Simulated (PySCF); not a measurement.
**Bond curve of AlSi⁺**

Set-up: PySCF, no relativity, basis sets Al def2-SVP, Si def2-SVP. Energies in eV from Al⁺ + Si in their ground configurations at the same level. All curves are PBE0. state 1: ³Π (triplet), unpaired electrons σ ↑, π ↑; state 2: Ms = 0 determinant of mixed spin (⟨S²⟩ near 1.0), unpaired electrons σ ↓, π ↑, a second solution, started from another occupation; state 3: triplet, unpaired electrons π ↑↑, a second solution, started from another occupation; state 4: Ms = 0 determinant of mixed spin (⟨S²⟩ near 1.0), unpaired electrons π ↑↓, a second solution, started from another occupation.

| R (Å) | state 1 | state 2 | state 3 | state 4 |
| --- | --- | --- | --- | --- |
| 2.404 | -0.783 | -0.6626 | -0.8407 | -0.5923 |
| 2.515 | -0.945 | -0.8120 | -0.8199 | -0.5727 |
| 2.627 | -1.027 | -0.8791 | -0.7556 | -0.5086 |
| 2.711 | -1.053 | -0.8933 | -0.6931 | -0.4458 |
| 2.795 | -1.058 | -0.8868 | -0.6256 | -0.3778 |
| 2.879 | -1.048 | -0.8665 | -0.5578 | -0.3092 |
| 2.991 | -1.021 | -0.8264 | -0.4713 | -0.2216 |
| 3.130 | -0.974 | -0.7662 | -0.3746 | -0.1233 |
| 3.298 | -0.908 | -0.6901 | -0.2782 | -0.0249 |
| 3.522 | -0.816 | -0.5914 | -0.1819 | 0.0743 |

**Question.** Put a parabola through the three lowest points of the state 1 curve and estimate Re, k and ωe (reduced mass 13.74 u; 1 eV/Å² = 0.16022 mdyn/Å; ωe = 1302.8·√(k/μ) cm⁻¹).

**Answer.** Through R = 2.711, 2.795, 2.879 Å the second-order coefficient is 1.06 eV/Å², so Re ≈ 2.781 Å, k ≈ 0.341 mdyn/Å and ωe ≈ 205 cm⁻¹. A polynomial fit of higher order to the unrounded PBE0 energies gives Re = 2.778 Å, k = 0.352 mdyn/Å, ωe = 209 cm⁻¹; anharmonicity and rounding make the difference.

The higher-order fit for each curve: state 1: Re = 2.778 Å, ωe = 209 cm⁻¹, De = 1.06 eV; state 2: Re = 2.722 Å, ωe = 234 cm⁻¹, minimum 0.89 eV below the ground-state fragments. State 3 gave no clean fit. State 4 gave no clean fit.

For an ion De counts to the pair picked by the measured ionisation energies or electron affinities, which need not be the lowest pair at this level. The state was picked by a PBE0 search and need not be the measured ground state.
